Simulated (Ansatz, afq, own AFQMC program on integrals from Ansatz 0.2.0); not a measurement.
Two steps: Ansatz 0.2.0 writes the Fock matrix and Cholesky factors of the valence space, and afq projects on them the lowest state that overlaps trial and start.

```yaml
crystal:
  periodic: [false, false, false]
  atoms:
    - {symbol: Si, position_ang: [0.471800, 0.891731, 0.616764]}
    - {symbol: H, position_ang: [0.593500, 1.427669, -0.821764]}
basis:
  gaussian: {orbitals: def2-TZVP}
magnetization: {spin_polarized: true, initial_magnetization: 1}
correlation: {method: ccsd_t, electrons: outside_noble_gas, hamiltonian_folder: ham}
```

```sh
$ ansatz run in.yaml --threads 1 --pin off --events-out ev --progress --plain --max-ram 24576MiB --backend cuda --devices 0, --max-vram 18GiB
```

afq runs on the folder ham with

```
--method phaseless --trial cisd --walkers 4000 --populations 20 --least-time 60 --time-step 0.005 --steps-per-block 50 --equilibration-blocks 28 --max-blocks 4000 --target-error 0.00014 --factor-cut 1e-05 --start spin_pure --seed 929 --release-times 0.24,0.51,0.99,1.62,2.4 --release-step 0.03 --release-every 3 --taylor-order 6
```

Times are imaginary, in 1/Eh. The walk had a cap of 122 s. With eight or more populations the least sampling time is a fifth of least-time, and the error comes from their spread.

afq prints:

```
orbitals 38  electrons 3 2  factors 256 of 266
reference energy -289.43377530 Eh
CCSD correlation -0.10123619 Eh in 11 cycles, weight of the determinant in the CISD state 0.9154
energy of the start -289.534772 Eh
 block  time / (1/Eh)  mean weight  energy / Eh
     1     0.250  1.0002  -289.534593
     2     0.500  1.0000  -289.535053
     3     0.750  0.9999  -289.535658
     4     1.000  0.9999  -289.536192
     5     1.250  1.0000  -289.536617
    12     3.000  0.9999  -289.538126
    19     4.750  1.0000  -289.538416
    26     6.500  1.0000  -289.538347
    33     8.250  1.0002  -289.538220
    38     9.500  0.9999  -289.538133
    40    10.000  0.9999  -289.538478
    47    11.750  0.9999  -289.538462
    54    13.500  1.0001  -289.538765
    61    15.250  1.0000  -289.538563
    68    17.000  0.9999  -289.538506
    75    18.750  1.0000  -289.538366
    78    19.500  1.0003  -289.538579
error from the spread of 20 populations
released: time / (1/Eh)  energy / Eh  error  mean overlap
  0.24  -289.538478  0.000046  0.9990
  0.51  -289.538578  0.000035  0.9952
  0.99  -289.538677  0.000038  0.9925
  1.62  -289.538713  0.000041  0.9929
  2.40  -289.538774  0.000045  0.9902
energy -289.538402 +/- 0.000048 Eh
(rows thinned)
```

The run passed its tests (sampling time, drift between the halves within three errors, error under three times the target), which doesn't prove that it has relaxed.

Against this walk (error 1.3 meV) on the same determinant: CCSD(T) 13.5 meV higher, CCSDT(Q) 10.5 meV lower, CCSDTQ 10.9 meV lower, full CI 10.9 meV lower. The error is statistical and leaves out the bias of the constraint. Released to 2.40 1/Eh the energy lies 10.1 ± 1.8 meV (both errors) below the phaseless value, which shows part or all of the bias of the constraint, and full CI lies 0.8 meV below the released value. Full CI is exact here, so the walk's 11 meV above it is the walk's own error: the bias of the constraint with this trial.

Cautions: constraint bias not in the error; the determinant is a saddle point among determinants of its kind.

The walk took 43 s on 1 × NVIDIA H100 80GB HBM3 with 2 threads of AMD EPYC 7R13 Processor (Zen 3), with other jobs on the host (the card was shared). The log's last line is the phaseless energy.

CCSDT and higher add their correlation energy to the determinant of the CCSD(T) run, since their own runs factorise the integrals more tightly (a shift of under 2 meV). A walk keeps the symmetry of its determinant, which the program's search chose and which needn't be the lowest solution, so a lower state of the same spin and another symmetry isn't excluded.
